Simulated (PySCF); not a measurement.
Gas-phase reaction: Al2H6 + AlCl3 → 3 AlH2Cl

Energies from PySCF, thermal terms from the rigid-rotor harmonic-oscillator model, ideal gas at 1 bar. † marks an energy on the PBE0/def2-TZVP geometry and frequencies; other levels use their own. MP2 and CCSD(T) freeze the core. 6-31G* has spherical d functions here. All species are closed-shell singlets. Al2H6, AlH2Cl: computed as isolated molecules; such fragments, hydroxides, amides, oligomers or adducts are transient or little studied in the gas. MP2 isn't extrapolated to the basis-set limit. CCSD(T) isn't extrapolated to the basis-set limit.

```csv
level,"ΔH°(298 K), kJ"
CCSD(T)/def2-SVP†,[?]
HF/6-31G*,68
M06-2X/def2-TZVP†,124
MP2/def2-TZVPP†,121
PBE/def2-SVP,[?]
PBE0/def2-QZVP†,123
PBE0/def2-TZVP,[?]
r2SCAN/def2-TZVP†,134
LDA/def2-TZVP†,156
ωB97M-V/def2-TZVP†,118
ωB97X-V/def2-TZVP†,[?]
```

What belongs in the gaps?


- CCSD(T)/def2-SVP†, ΔH°(298 K), kJ: 119
- PBE/def2-SVP, ΔH°(298 K), kJ: 124
- PBE0/def2-TZVP, ΔH°(298 K), kJ: 124
- ωB97X-V/def2-TZVP†, ΔH°(298 K), kJ: 120
